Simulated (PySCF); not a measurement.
PySCF input (PBE0/def2-TZVPP):

```python
import numpy as np, basis_set_exchange as bse
from pyscf import gto, scf, dft, df, tdscf

basis = {'H': gto.basis.parse(bse.get_basis('def2-TZVPP', elements=['H'], fmt='nwchem')), 'N': gto.basis.parse(bse.get_basis('def2-TZVPP', elements=['N'], fmt='nwchem'))}
mol = gto.M(
    atom='''
    N     0.00224146   -0.00382052    0.11155442
    H    -0.00202883    0.95117179   -0.22808750
    H     0.80949996   -0.46442426   -0.29287493
    H    -0.82316134   -0.46000387   -0.25991854
    ''',
    basis=basis,
    charge=0,
    verbose=4,
    max_memory=1839,
)
mf = dft.RKS(mol, xc='pbe0')
mf.grids.level = 3
mf = mf.density_fit(auxbasis=df.autoaux(mol))
mf.conv_tol = 1e-9
mf.max_cycle = 100
print('smallest overlap eigenvalue', np.linalg.eigvalsh(mol.intor('int1e_ovlp'))[0])
mf.kernel()
dip = mf.dip_moment()
td = tdscf.TDA(mf)
td.nstates = 4
td.kernel()
td.analyze()
osc = td.oscillator_strength()
```

Output:

```
PySCF version 2.14.0

[INPUT] verbose = 4
[INPUT] num. atoms = 4
[INPUT] num. electrons = 10
[INPUT] charge = 0
[INPUT] spin (= nelec alpha-beta = 2S) = 0
[INPUT] symmetry False subgroup None
[INPUT] Mole.unit = angstrom
[INPUT] Symbol           X                Y                Z      unit          X                Y                Z       unit  Magmom
[INPUT]  1 N      0.002241460000  -0.003820520000   0.111554420000 AA    0.004235745519  -0.007219736453   0.210807301785 Bohr   0.0
[INPUT]  2 H     -0.002028830000   0.951171790000  -0.228087500000 AA   -0.003833933053   1.797454180512  -0.431022907437 Bohr   0.0
[INPUT]  3 H      0.809499960000  -0.464424260000  -0.292874930000 AA    1.529733222246  -0.877634657004  -0.553453406451 Bohr   0.0
[INPUT]  4 H     -0.823161340000  -0.460003870000  -0.259918540000 AA   -1.555549488930  -0.869281330540  -0.491174855297 Bohr   0.0

nuclear repulsion = 11.935771654522
number of shells = 29
number of NR pGTOs = 94
number of NR cGTOs = 73
basis = {'H': [[0, [34.061341, 0.0060251978], [5.1235746, 0.045021094], [1.1646626, 0.20189726]], [0, [0.32723041, 1.0]], [0, [0.10307241, 1.0]], [1, [1.407, 1.0]], [1, [0.388, 1.0]], [2, [1.057, 1.0]]], 'N': [[0, [19730.800647, 0.00021887984991], [2957.8958745, 0.0016960708803], [673.22133595, 0.0087954603538], [190.68249494, 0.035359382605], [62.295441898, 0.11095789217], [22.654161182, 0.24982972552]], [0, [8.9791477428, 0.40623896148], [3.686300237, 0.24338217176]], [0, [0.84660076805, 1.0]], [0, [0.33647133771, 1.0]], [0, [0.13647653675, 1.0]], [1, [49.20038051, 0.0055552416751], [11.346790537, 0.038052379723], [3.4273972411, 0.14953671029], [1.1785525134, 0.3494930523]], [1, [0.41642204972, 0.45843153697]], [1, [0.14260826011, 0.24428771672]], [2, [1.654, 1.0]], [2, [0.469, 1.0]], [3, [1.093, 1.0]]]}
ecp = {}
ETB for N: l = 0, exps = 0.2729530735 * 1.8^n , n = 0..15
ETB for N: l = 1, exps = 0.27908479686 * 1.8^n , n = 0..12
ETB for N: l = 2, exps = 0.28521652022 * 1.8^n , n = 0..11
ETB for N: l = 3, exps = 0.6116082601099999 * 2.2^n , n = 0..6
ETB for N: l = 4, exps = 0.938 * 2.2^n , n = 0..2
ETB for H: l = 0, exps = 0.20614482 * 1.8^n , n = 0..10
ETB for H: l = 1, exps = 0.49107241 * 2^n , n = 0..3
ETB for H: l = 2, exps = 0.776 * 2.2^n , n = 0..2
ETB for H: l = 3, exps = 1.4449999999999998 * 2.2^n , n = 0..1
smallest overlap eigenvalue 0.0008975928516268997

******** <class 'pyscf.df.df_jk.DFRKS'> ********
method = DFRKS
initial guess = minao
damping factor = 0
level_shift factor = 0
DIIS = <class 'pyscf.scf.diis.CDIIS'>
diis_start_cycle = 1
diis_space = 8
diis_damp = 0
SCF conv_tol = 1e-09
SCF conv_tol_grad = None
SCF max_cycles = 100
direct_scf = False
XC library pyscf.dft.libxc version 7.1.2
    S. Lehtola, C. Steigemann, M. J. T. Oliveira, and M. A. L. Marques,  SoftwareX 7, 1–5 (2018)
XC functionals = pbe0
    C. Adamo and V. Barone,  J. Chem. Phys. 110, 6158 (1999)
    M. Ernzerhof and G. E. Scuseria,  J. Chem. Phys. 110, 5029 (1999)
radial grids:
    Treutler-Ahlrichs [JCP 102, 346 (1995); DOI:10.1063/1.469408] (M4) radial grids

becke partition: Becke, JCP 88, 2547 (1988); DOI:10.1063/1.454033
pruning grids: <function nwchem_prune>
grids dens level: 3
symmetrized grids: False
atomic radii adjust function: <function treutler_atomic_radii_adjust>
small_rho_cutoff = 0
Set gradient conv threshold to 3.16228e-05
Initial guess from minao.
tot grids = 43328
******** <class 'pyscf.df.df.DF'> ********
auxbasis = {'N': [[0, [np.float64(1841.5162920674575), 1]], [0, [np.float64(1023.0646067041431), 1]], [0, [np.float64(568.3692259467462), 1]], [0, [np.float64(315.76068108152566), 1]], [0, [np.float64(175.42260060084755), 1]], [0, [np.float64(97.4570003338042), 1]], [0, [np.float64(54.14277796322455), 1]], [0, [np.float64(30.079321090680306), 1]], [0, [np.float64(16.710733939266838), 1]], [0, [np.float64(9.283741077370465), 1]], [0, [np.float64(5.15763393187248), 1]], [0, [np.float64(2.8653521843735996), 1]], [0, [np.float64(1.591862324652), 1]], [0, [np.float64(0.88436795814), 1]], [0, [np.float64(0.49131553229999997), 1]], [0, [np.float64(0.2729530735), 1]], [1, [np.float64(322.8540510865976), 1]], [1, [np.float64(179.3633617147764), 1]], [1, [np.float64(99.64631206376468), 1]], [1, [np.float64(55.35906225764705), 1]], [1, [np.float64(30.75503458758169), 1]], [1, [np.float64(17.086130326434272), 1]], [1, [np.float64(9.492294625796816), 1]], [1, [np.float64(5.273497014331565), 1]], [1, [np.float64(2.929720563517536), 1]], [1, [np.float64(1.6276225352875202), 1]], [1, [np.float64(0.9042347418264), 1]], [1, [np.float64(0.502352634348), 1]], [1, [np.float64(0.27908479686), 1]], [2, [np.float64(183.3041228287053), 1]], [2, [np.float64(101.83562379372516), 1]], [2, [np.float64(56.57534655206953), 1]], [2, [np.float64(31.430748084483074), 1]], [2, [np.float64(17.461526713601707), 1]], [2, [np.float64(9.70084817422317), 1]], [2, [np.float64(5.38936009679065), 1]], [2, [np.float64(2.994088942661472), 1]], [2, [np.float64(1.6633827459230401), 1]], [2, [np.float64(0.9241015255128), 1]], [2, [np.float64(0.513389736396), 1]], [2, [np.float64(0.28521652022), 1]], [3, [np.float64(69.34408581687885), 1]], [3, [np.float64(31.520039007672203), 1]], [3, [np.float64(14.327290458032818), 1]], [3, [np.float64(6.512404753651281), 1]], [3, [np.float64(2.9601839789324), 1]], [3, [np.float64(1.345538172242), 1]], [3, [np.float64(0.6116082601099999), 1]], [4, [np.float64(4.53992), 1]], [4, [np.float64(2.0636), 1]], [4, [np.float64(0.938), 1]]], 'H': [[0, [np.float64(73.60333237483039), 1]], [0, [np.float64(40.8907402082391), 1]], [0, [np.float64(22.71707789346617), 1]], [0, [np.float64(12.620598829703427), 1]], [0, [np.float64(7.011443794279681), 1]], [0, [np.float64(3.8952465523776008), 1]], [0, [np.float64(2.164025862432), 1]], [0, [np.float64(1.2022365902400003), 1]], [0, [np.float64(0.6679092168), 1]], [0, [np.float64(0.37106067600000003), 1]], [0, [np.float64(0.20614482), 1]], [1, [np.float64(3.92857928), 1]], [1, [np.float64(1.96428964), 1]], [1, [np.float64(0.98214482), 1]], [1, [np.float64(0.49107241), 1]], [2, [np.float64(3.7558400000000005), 1]], [2, [np.float64(1.7072000000000003), 1]], [2, [np.float64(0.776), 1]], [3, [np.float64(3.179), 1]], [3, [np.float64(1.4449999999999998), 1]]]}
init E= -56.3912385153815
  HOMO = -0.332239554500582  LUMO = 0.00925108392357998  gap/eV = 9.29243
cycle= 1 E= -56.4853678671716  delta_E= -0.0941  |g|= 0.37  |ddm|= 1.14
  HOMO = -0.188060311904223  LUMO = 0.0513206378966586  gap/eV = 6.51389
cycle= 2 E= -56.4646075148079  delta_E= 0.0208  |g|= 0.494  |ddm|= 0.528
  HOMO = -0.277584497154926  LUMO = 0.0364710310042398  gap/eV = 8.54589
cycle= 3 E= -56.515677522768  delta_E= -0.0511  |g|= 0.016  |ddm|= 0.29
  HOMO = -0.277480528824945  LUMO = 0.0382128668814872  gap/eV = 8.59045
cycle= 4 E= -56.5157258273356  delta_E= -4.83e-05  |g|= 0.00324  |ddm|= 0.0114
  HOMO = -0.277823760962605  LUMO = 0.0380008344674181  gap/eV = 8.59402
cycle= 5 E= -56.5157278554895  delta_E= -2.03e-06  |g|= 0.00026  |ddm|= 0.00243
  HOMO = -0.277895784688766  LUMO = 0.037988289252624  gap/eV = 8.59564
cycle= 6 E= -56.5157278704314  delta_E= -1.49e-08  |g|= 8.48e-06  |ddm|= 0.000176
  HOMO = -0.277893370264543  LUMO = 0.0379894867758068  gap/eV = 8.59561
cycle= 7 E= -56.515727870463  delta_E= -3.16e-11  |g|= 1.35e-06  |ddm|= 2.11e-05
  HOMO = -0.277893342215478  LUMO = 0.0379895397327061  gap/eV = 8.59561
Extra cycle  E= -56.5157278704637  delta_E= -6.96e-13  |g|= 3.03e-07  |ddm|= 2.99e-06
converged SCF energy = -56.5157278704637
Dipole moment(X, Y, Z, Debye): -0.03194,  0.05445, -1.58977

******** <class 'pyscf.tdscf.rks.TDA'> for <class 'pyscf.df.df_jk.DFRKS'> ********
nstates = 4 singlet
deg_eia_thresh = 1.000e-03
wfnsym = None
conv_tol = 1e-05
eigh lindep = 1e-12
eigh level_shift = 0
eigh max_cycle = 100
chkfile = tmpcmqpst0o

Excitation energies (eV)
[ 6.93527737  9.10630657  9.10630747 12.28486508]

** Singlet excitation energies and oscillator strengths **
Excited State   1:      6.93528 eV    178.77 nm  f=0.0585
       5 -> 6        -0.70577
Excited State   2:      9.10631 eV    136.15 nm  f=0.0271
       5 -> 7         0.70485
Excited State   3:      9.10631 eV    136.15 nm  f=0.0271
       5 -> 8        -0.70485
Excited State   4:     12.28487 eV    100.92 nm  f=0.1895
       4 -> 6         0.70494

** Transition electric dipole moments (AU) **
state          X           Y           Z        Dip. S.      Osc.
  1         0.0118     -0.0201      0.5864      0.3444      0.0585
  2         0.2807      0.2070      0.0014      0.1217      0.0271
  3         0.2069     -0.2805     -0.0138      0.1217      0.0271
  4        -0.1378     -0.7811     -0.0240      0.6296      0.1895

** Transition velocity dipole moments (imaginary part, AU) **
state          X           Y           Z        Dip. S.      Osc.
  1         0.0035     -0.0060      0.1739      0.0303      0.0792
  2         0.0536      0.0395      0.0003      0.0044      0.0088
  3         0.0395     -0.0535     -0.0026      0.0044      0.0088
  4        -0.0584     -0.3310     -0.0102      0.1131      0.1670

** Transition magnetic dipole moments (imaginary part, AU) **
state          X           Y           Z
  1        -0.0000     -0.0000      0.0000
  2         0.1080     -0.1465     -0.0072
  3        -0.1466     -0.1081     -0.0008
  4         0.0853     -0.0150     -0.0022
```
